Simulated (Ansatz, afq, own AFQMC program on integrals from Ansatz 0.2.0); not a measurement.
# AFQMC, coupled cluster and functionals along a coordinate of H2O + BH$_{2}$, doublet

```xyz
6

O    -1.0675   -0.0303    0.0000
H    -1.3168    0.8963    0.0000
H    -0.1080   -0.0303    0.0000
B     1.3635   -0.0303    0.0000
H     1.8726   -0.0303    1.0770
H     1.8726   -0.0303   -1.0770
```

A hydrogen atom is moved from one rigid fragment to the other; the O1–H3 distance tells how far. The two fragments are held close together, so this isn't a minimum-energy path and the start is a compressed complex. Energies in mEh count from this geometry (0.960 Å) at the same level; the start stands on UHF, each point on the determinant named.

Basis cc-pVTZ. Only valence electrons are correlated. Ansatz 0.2.0 and our own AFQMC program on the same integrals; the CISD trial comes from CCSD amplitudes, and released means the phaseless constraint is let go. ± is one standard error of the sampling.

Cautions, each for one point or more: the ph-AFQMC/CISD walk drifts between its halves.

```tsv
r(O1–H3) / Å	det.	T1	weight	⟨S²⟩	HF	PBE	CCSD(T)
1.046	UHF	0.013	0.89	0.77	4.2	-2.2	1.0
1.089	UHF	0.014	0.89	0.77	7.1	-1.1	3.2
1.132	UHF	0.016	0.88	0.77	9.5	0.7	5.9
1.175	UHF	0.018	0.88	0.78	10.9	3.1	8.8
1.261	UHF	0.022	0.88	0.77	11.9	10.1	15.2
```

Question: Estimate the curve of phaseless AFQMC with a CISD trial, counted from the same start.

Answer: 
```json
{"r(O1–H3) / Å": "1.046", "det.": "UHF", "T1": "0.013", "weight": "0.89", "⟨S²⟩": "0.77", "ph-AFQMC/CISD": "0.3 ± 0.3"}
{"r(O1–H3) / Å": "1.089", "det.": "UHF", "T1": "0.014", "weight": "0.89", "⟨S²⟩": "0.77", "ph-AFQMC/CISD": "2.8 ± 0.3"}
{"r(O1–H3) / Å": "1.132", "det.": "UHF", "T1": "0.016", "weight": "0.88", "⟨S²⟩": "0.77", "ph-AFQMC/CISD": "5.5 ± 0.4"}
{"r(O1–H3) / Å": "1.175", "det.": "UHF", "T1": "0.018", "weight": "0.88", "⟨S²⟩": "0.78", "ph-AFQMC/CISD": "8.4 ± 0.4"}
{"r(O1–H3) / Å": "1.261", "det.": "UHF", "T1": "0.022", "weight": "0.88", "⟨S²⟩": "0.77", "ph-AFQMC/CISD": "14.8 ± 0.3"}
```

Weight is that of the determinant in the CISD state; at the start T1 is 0.013 and the weight 0.89, and ⟨S²⟩ is 0.76. Largest departures from phaseless AFQMC with a CISD trial: CCSD(T) 0.7 mEh at 1.046 (on UHF), HF 4.3 mEh at 1.089 (on UHF), PBE -5.3 mEh at 1.175. The walk's constraint bias lies outside its error bars, so these are departures and not errors. Functionals count only at points shown to share the start's state and spin.

A walk keeps the symmetry of its determinant, which the program's search chose and which needn't be the lowest solution, so a lower state of the same spin and another symmetry isn't excluded.
